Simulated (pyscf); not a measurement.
O=B–OH + ethylene (H₂C=CH₂) → H₂C=CH–B(OH)–OH, gas phase, singlet surface. Single points on ωB97X-D3(BJ)/def2-SVP structures (PySCF, gas phase). Correlated levels are frozen-core, on RHF or UHF. ΔMP2 is the change of the MP2 total energy from the triple- to the quadruple-zeta basis. ΔG in kcal/mol from CCSD(T)/def2-TZVPP + ΔMP2(QZVPP) energies (ideal gas, 1 atm, RRHO with modes under 100 cm⁻¹ raised to 100, one conformer, R ln 2 for chiral ones without a mode under 150 cm⁻¹).

| T (K) | ΔG |
|---|---|
| 298 | -15.1 |
| 600 | ? |
| 900 | +5.8 |
| 1200 | +15.5 |

Task: Fit a line to the three values, predict ΔG at 600 K, and estimate where the reaction turns unfavourable at 1 atm of each gas.

Result: Least squares gives ΔG = -25.1 + 34.0 × T/1000 K, so ΔS is about -142 J/(mol K) and ΔH about -25.1 kcal/mol over this range (ΔH at 298 K: -25.8). At 600 K the line gives -4.7; the computed value is -4.4. ΔG = 0 falls near 740 K; 1 kcal/mol in the energy moves that by 29 K. This is thermodynamics alone and says nothing of the barrier. The CCSD(T) − MP2 part came from Ansatz, without density fitting, on the same reference.
